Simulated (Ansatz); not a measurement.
C3H2FN, 7 atoms. Total charge 0; spin multiplicity 1. The bonds changed during the relaxation, so this is another structure than the one it started from. All runs use 2 threads of an Arm Neoverse V1 on a shared host. Correlated methods freeze the cores.

How many basis functions does each run have, and how long does it take in Ansatz? RHF-CCSD(T)/def2-TZVPP energy; RKS PBE0-D4/def2-TZVP relaxation (13 steps); RKS r2SCANh-D4/def2-TZVPP energy; RKS PBE0-D4/def2-SVP energy; RKS ωB97M-V/def2-SVP energy; RKS B3LYP-D4/def2-TZVPP energy and forces; RHF-CCSD(T)/def2-SVP energy; RKS PBE0-D4/def2-TZVP frequencies; RHF-MP2/def2-QZVPP energy; RKS PBE-QIDH (frozen core)/def2-TZVPP energy; RKS ωB97M-V/def2-QZVPP energy; RKS PBE0-D4/def2-QZVPP energy. (Best estimate.)

Computed: Other jobs shared the machine, so times are rough.

```json
{"level": "RKS PBE0-D4/def2-SVP", "job": "energy", "functions": "80", "wall time": "1 s", "peak host memory (GiB)": "0.38"}
{"level": "RKS B3LYP-D4/def2-TZVPP", "job": "energy and forces", "functions": "183", "wall time": "3.6 s", "peak host memory (GiB)": "0.38"}
{"level": "RHF-CCSD(T)/def2-SVP", "job": "energy", "functions": "80", "wall time": "4 s", "peak host memory (GiB)": "0.38"}
{"level": "RKS ωB97M-V/def2-SVP", "job": "energy", "functions": "80", "wall time": "4 s", "peak host memory (GiB)": "0.38"}
{"level": "RKS r2SCANh-D4/def2-TZVPP", "job": "energy", "functions": "183", "wall time": "5.5 s", "peak host memory (GiB)": "0.38"}
{"level": "RKS PBE-QIDH (frozen core)/def2-TZVPP", "job": "energy", "functions": "183", "wall time": "6 s", "peak host memory (GiB)": "0.38"}
{"level": "RKS PBE0-D4/def2-QZVPP", "job": "energy", "functions": "345", "wall time": "7 s", "peak host memory (GiB)": "0.91"}
{"level": "RKS ωB97M-V/def2-QZVPP", "job": "energy", "functions": "345", "wall time": "17 s", "peak host memory (GiB)": "1.1"}
{"level": "RHF-MP2/def2-QZVPP", "job": "energy", "functions": "345", "wall time": "19 s", "peak host memory (GiB)": "1.4"}
{"level": "RKS PBE0-D4/def2-TZVP", "job": "relaxation (13 steps)", "functions": "167", "wall time": "45 s", "peak host memory (GiB)": "0.32"}
{"level": "RHF-CCSD(T)/def2-TZVPP", "job": "energy", "functions": "183", "wall time": "78 s", "peak host memory (GiB)": "2"}
{"level": "RKS PBE0-D4/def2-TZVP", "job": "frequencies", "functions": "167", "wall time": "95 s", "peak host memory (GiB)": "0.38"}
```

B3LYP here is the variant with VWN-RPA as its local correlation; programs differ in this.
